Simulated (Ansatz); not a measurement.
A nudged elastic band was laid between two geometries of CH$_{6}$OSi (9 atoms, charge 0, multiplicity 1).

All numbers below come from RKS r2SCAN-D4/def2-SVP (Ansatz).

```
movable images  : 2
climbing image  : yes
spring          : 5.0 eV/Å²
optimiser       : quadratic models (default)
start path      : through a guess of the saddle point
force threshold : 0.03 eV/Å
iteration limit : 60
end points      : relaxed
```

First end point:

```xyz
9
Properties=species:S:1:pos:R:3
Si 0.384 0.022 -0.033
O 0.732 -0.271 1.568
C -0.261 -0.402 2.559
H -0.954 -1.239 2.344
H 0.230 -0.605 3.523
H -0.862 0.522 2.668
H 1.686 0.092 -0.746
H -0.364 1.310 -0.195
H -0.461 -1.074 -0.608
```

Last end point:

```xyz
9
Properties=species:S:1:pos:R:3
Si 0.181 0.287 -0.662
O 0.848 -0.044 1.213
C -0.049 -0.405 2.279
H -0.520 -1.379 2.079
H 0.500 -0.417 3.233
H -0.819 0.375 2.299
H 1.608 -0.644 1.178
H -0.727 1.381 -0.090
H -0.892 -0.799 -0.449
```

Question: Which bonds break or form, and what moves?

Answer: Bonds broken: Si1–H7. Bonds formed: O2–H7.

Question: What energy profile does the band end with?

Answer: It converged. The highest image is number 2 of 0 to 3, 227.4 kJ/mol above the first end and 6.5 kJ/mol above the last; the last end lies 221.0 kJ/mol above the first. Neighbouring images differ by up to 1.7 eV, so the band resolves the path poorly. The order of the point at the top wasn't checked. So few images can step over the top or miss a turn of the path. The orbitals stay closed-shell, which can raise the energy where a bond breaks towards radicals; this wasn't checked here.

```tsv
image	path coordinate (Å)	energy (kJ/mol)	Si1–H7 (Å)	O2–H7 (Å)
0	0.00	0.0	1.49	2.53
1	1.46	167.7	1.53	1.79
2	2.93	227.4	2.55	0.97
3	4.38	221.0	2.51	0.97
```

Question: What is the geometry of the highest image?

Answer: 
```xyz
9
Properties=species:S:1:pos:R:3:forces:R:3
Si 0.269 0.182 -0.700 0.00 0.00 0.00
O 0.760 0.072 1.238 -0.01 0.00 0.00
C -0.111 -0.343 2.309 0.00 0.00 0.00
H -0.963 -0.866 1.855 0.00 0.00 0.00
H 0.425 -1.019 2.989 0.00 0.00 0.00
H -0.459 0.546 2.854 0.00 0.00 0.00
H 1.685 -0.157 1.393 0.00 0.00 0.00
H -0.928 1.054 -0.308 0.00 0.00 0.00
H -0.548 -1.114 -0.550 0.00 0.00 0.00
```

The run took 35 s on 2 threads of AMD EPYC 9R45 96-Core Processor (Zen 5) (shared host), peak memory 0.17 GiB.
